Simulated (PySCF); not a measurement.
Gas-phase reaction: 3 H3SiSiCl3 → 2 SiCl4 + 4 SiH2 + HCl

Computed with PySCF (xtb for GFN2) and rigid-rotor harmonic-oscillator thermochemistry at 1 bar. † marks an energy on the PBE0/def2-TZVP geometry and frequencies; other levels use their own. CCSD(T) freezes the core. 6-31G* has spherical d functions here. All species are closed-shell singlets. B3LYP is the form with VWN-RPA correlation. H3SiSiCl3: computed as isolated molecules; such fragments, hydroxides, amides, oligomers or adducts are transient or little studied in the gas. CCSD(T) isn't extrapolated to the basis-set limit. The harmonic model lacks anharmonicity and excited electronic states, which grow with temperature; levels with a mode under 35 cm⁻¹ are left out. Internal rotation in H3SiSiCl3 is treated as a harmonic vibration of one conformer, which makes the entropy rough.

ΔH° and ΔS° at 298 K: B3LYP/6-31G* 980 kJ, 556 J/K; B3LYP/def2-TZVP† 962 kJ, 551 J/K; CCSD(T)/def2-SVP† 930 kJ, 551 J/K; GFN2-xTB 928 kJ, 512 J/K; HF/def2-TZVP† 931 kJ, 551 J/K.

With the heat capacities included, give log10 K (1 bar) at 500, 600, 800, 1000, 1200 K from B3LYP/6-31G*, B3LYP/def2-TZVP†, CCSD(T)/def2-SVP†, GFN2-xTB, HF/def2-TZVP†.


```csv
T (K),B3LYP/6-31G*,B3LYP/def2-TZVP†,CCSD(T)/def2-SVP†,GFN2-xTB,HF/def2-TZVP†
500,-73.4,-71.8,-68.4,-70.4,-68.6
600,-56.4,-55.2,-52.4,-54.3,-52.5
800,-35.3,-34.5,-32.4,-34.5,-32.5
1000,-22.8,-22.2,-20.5,-22.7,-20.6
1200,-14.6,-14.1,-12.7,-14.9,-12.8
```
